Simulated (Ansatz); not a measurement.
Species: CCl$_{4}$, charge 0, singlet. CCl4 (tetrachloromethane, SMILES ClC(Cl)(Cl)Cl).
B3LYP-D3(BJ)/def2-TZVP minimum from Ansatz (an electronic-structure program):
```xyz
5

C      0.0000     0.0000     0.0000
Cl     1.0327     1.0410     1.0081
Cl    -1.0056    -1.0297     1.0464
Cl    -1.0489     1.0136    -1.0192
Cl     1.0218    -1.0250    -1.0353
```

Total energies in hartree (Ansatz). UHF or UKS for unpaired electrons; spin-orbit terms are left out. Correlated methods leave the cores frozen. No relativity.

```tsv
species	HF/cc-pV(T+d)Z	CCSD(T)/cc-pV(T+d)Z	HF/cc-pV(Q+d)Z	CCSD(T)/cc-pV(Q+d)Z	CCSD(T)/cc-pV(D+d)Z	CCSDT(Q)/cc-pV(D+d)Z
1: CCl4 (tetrachloromethane, SMILES ClC(Cl)(Cl)Cl)	-1875.91793	-1876.94726	-1875.93511	-1877.05349	-1876.61420	-1876.61695
2: C (triplet)	-37.69157	-37.78076	-37.69331	-37.78654	-37.76038	-37.76071
3: Cl (doublet)	-459.48556	-459.67356	-459.48916	-459.69449	-459.60403	-459.60445
```

Work out the atomisation energy (electronic, to ground-state atoms) in kcal/mol: take Hartree-Fock from cc-pV(Q+d)Z, extrapolate the CCSD(T) correlation energy as X^-3 (X = 3, 4), and add CCSDT(Q) - CCSD(T) in cc-pV(D+d)Z. 1 hartree = 627.51 kcal/mol.


Species 1: correlation (64·(-1.11838) - 27·(-1.02933))/37 = -1.18336; step -0.00275; E1 = -1875.93511 + (-1.18336) + (-0.00275) = -1877.12122
Species 2: correlation (64·(-0.09323) - 27·(-0.08919))/37 = -0.09618; step -0.00033; E2 = -37.69331 + (-0.09618) + (-0.00033) = -37.78982
Species 3: correlation (64·(-0.20533) - 27·(-0.18800))/37 = -0.21798; step -0.00042; E3 = -459.48916 + (-0.21798) + (-0.00042) = -459.70756
-1·E1 +1·E2 +4·E3 = 0.50116 hartree = 314.5 kcal/mol.
